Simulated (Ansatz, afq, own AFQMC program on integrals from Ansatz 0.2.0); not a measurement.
The Si2–C1 bond of CH₄Si, singlet, worked out

```csv
atom,x (Å),y (Å),z (Å)
C,-0.7161,-0.5302,-0.2566
Si,0.6027,0.4461,0.2158
H,-1.3936,-0.9848,0.4718
H,-0.9377,-0.7407,-1.3067
H,0.9145,0.7397,1.6384
H,1.5302,1.0700,-0.7627
```

The molecule and both fragments are relaxed with PBE0/def2-SVP; the fragments keep their bonds.

Basis def2-TZVP. Noble-gas cores (and the filled d shells of Ga–Kr and In–Xe) are frozen. Ansatz 0.2.0 and our own AFQMC program on the same integrals; the CISD trial comes from CCSD amplitudes, and released means the phaseless constraint is let go. Error bars are statistical, one sigma.

Total energies in eV. CBS is CCSD(T) at the limit of def2-TZVPP/QZVPP (extrapolated itself); the highest rung of each member is named.

Cautions: CH₄Si (singlet): restricted determinant unstable towards unrestricted (UHF 45 meV lower, ⟨S²⟩ 0.27); SiH₂ (singlet): higher spins were not checked, restricted determinant unstable towards unrestricted (UHF 110 meV lower, ⟨S²⟩ 0.41).

| member | count | CCSD(T)/def2-TZVP | highest rung in def2-TZVP | which | CCSD(T)/CBS |
| --- | --- | --- | --- | --- | --- |
| SiH₂, singlet | +1 | -7895.6546 | -7895.6805 | CCSDTQ | -7896.3858 |
| CH2 (triplet) | +1 | -1063.2367 | -1063.2523 | CCSDT(Q) | -1063.7723 |
| CH₄Si, singlet | -1 | -8963.8049 | -8963.8554 | CCSDT(Q) | -8965.2409 |

Problem. Work out the best estimate of the bond energy: the CCSD(T)/CBS difference plus the step from CCSD(T) to the highest rung.

Solution. Sums with the counts: CCSD(T)/CBS 5.0828 eV, highest rung 4.9226 eV, CCSD(T)/def2-TZVP 4.9136 eV. The step is 4.9226 − 4.9136 = 0.0090 eV, so the best estimate is 5.0828 + (0.0090) = 5.0918 eV = 491.3 kJ/mol. The basis set is worth 0.169 eV of it. Zero-point, core-correlation and spin–orbit terms aren't in it. Past Ne the Hartree–Fock part of each CBS total tends to overshoot, since the cores don't follow the formula; that largely cancels in the difference.

Best estimates are given only where the step beyond CCSD(T) is under 0.3 eV and no member's determinant is very poor (T1 over 0.05, or 0.07 for open shells, ⟨S²⟩ too high by 0.3, two states mixed), so the hardest cases are missing from such tables.

CCSDT and higher add their correlation energy to the determinant of the CCSD(T) run, since their own runs factorise the integrals more tightly (a shift of under 2 meV). Each member of a difference takes its own highest rung, so a best estimate needn't equal the limit plus the step of one row.
